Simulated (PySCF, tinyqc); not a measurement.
Inside a calculation (part 2 of 2). Method: RHF in the sto-3g basis, for BH, spin multiplicity 1. This run ends on a higher stationary point, not on the lowest solution. The lowest restricted solution is unstable here: a spin-polarised one lies 0.0121 hartree lower (PySCF). Computed by tinyqc, a small Python program that keeps every step (integrals from PySCF). Command: `OMP_NUM_THREADS=1 python tinyqc.py 28953 28954 out.jsonl` (the two numbers bound the seeds that draw the settings). One thread of a shared host (Intel(R) Xeon(R) Processor @ 2.60GHz), about 0.06 s of CPU time with the checks.

Geometry (angstrom):
```
atom         x         y         z
B     0.000000  0.000000  0.000000
H     0.000000  0.000000  1.166000
```

## Convergence

Stop when the energy changes by less than 1e-10 hartree and every element of the error matrix X^T (F D S - S D F) X is below 3e-06.

Course of the cycle:
```
iteration   E (hartree)     change  largest element of the error matrix
1           -7.26185213          -                             2.30e-01
2          -23.41405447  -1.62e+01                             4.67e-01
3          -23.55663441  -1.43e-01                             1.91e-01
4          -23.74274641  -1.86e-01                             1.89e-01
5          -23.92546835  -1.83e-01                             1.91e-01
6          -24.08456366  -1.59e-01                             2.13e-01
7          -24.21118526  -1.27e-01                             1.74e-01
8          -24.30207644  -9.09e-02                             1.54e-01
9          -24.36518177  -6.31e-02                             1.39e-01
10         -24.40780245  -4.26e-02                             1.18e-01
11         -24.43497130  -2.72e-02                             9.48e-02
12         -24.45095008  -1.60e-02                             7.20e-02
13         -24.45959617  -8.65e-03                             5.22e-02
14         -24.46394819  -4.35e-03                             3.66e-02
...                 ...        ...                                  ...
23         -24.46770148  -2.52e-06                             8.51e-04
24         -24.46770254  -1.06e-06                             5.51e-04
25         -24.46770298  -4.44e-07                             3.57e-04
26         -24.46770317  -1.86e-07                             2.31e-04
27         -24.46770325  -7.81e-08                             1.50e-04
28         -24.46770328  -3.28e-08                             9.70e-05
29         -24.46770329  -1.37e-08                             6.28e-05
30         -24.46770330  -5.76e-09                             4.07e-05
31         -24.46770330  -2.41e-09                             2.63e-05
32         -24.46770330  -1.01e-09                             1.70e-05
33         -24.46770330  -4.24e-10                             1.10e-05
34         -24.46770330  -1.78e-10                             7.15e-06
35         -24.46770330  -7.45e-11                             4.63e-06
36         -24.46770330  -3.12e-11                             2.99e-06
```

PySCF RHF in the same basis = -24.75174337 hartree

Converged in 36 iterations. But the solution lies 0.28404 hartree above the reference: it is another stationary point, not the lowest restricted one. Reruns (cap 100 unless said): DIIS 8: converged in 18; damping 0.5: converged in 67 to a higher stationary point; atomic densities as start, DIIS 8: converged in 7.

## Populations, bond orders and dipole

D after iteration 36, order 1B 1s, 1B 2s, 1B 2px, 1B 2py, 1B 2pz, 2H 1s:
```
[[2.051875, -0.168151, 0.000000, 0.000000, -0.078760, -0.236151],
 [-0.168151, 0.627287, 0.000000, 0.000000, 0.218007, 0.599449],
 [0.000000, 0.000000, 1.998198, 0.060006, 0.000000, 0.000000],
 [0.000000, 0.000000, 0.060006, 0.001802, 0.000000, 0.000000],
 [-0.078760, 0.218007, 0.000000, 0.000000, 0.075972, 0.209096],
 [-0.236151, 0.599449, 0.000000, 0.000000, 0.209096, 0.575684]]
```

overlap S, order 1B 1s, 1B 2s, 1B 2px, 1B 2py, 1B 2pz, 2H 1s:
```
[[1.000000, 0.269328, 0.000000, 0.000000, 0.000000, 0.070243],
 [0.269328, 1.000000, 0.000000, 0.000000, 0.000000, 0.488321],
 [0.000000, 0.000000, 1.000000, 0.000000, 0.000000, 0.000000],
 [0.000000, 0.000000, 0.000000, 1.000000, 0.000000, 0.000000],
 [0.000000, 0.000000, 0.000000, 0.000000, 1.000000, 0.496153],
 [0.070243, 0.488321, 0.000000, 0.000000, 0.496153, 1.000000]]
```

Mulliken: Z minus the diagonal of D S on the atom; Loewdin: the same with S^(1/2) D S^(1/2); Mayer order: 2 sum_s sum (D(s) S)_ij (D(s) S)_ji over the two atoms.

Charges (e):
```
atom   Mulliken    Loewdin
1B    -0.044437  -0.038960
2H     0.044437   0.038960
```

Mayer bond orders:
```
pair     order
2-1   0.998025
```

dipole moment about the origin, x y z (debye): [0.000000, 0.000000, -1.549462]
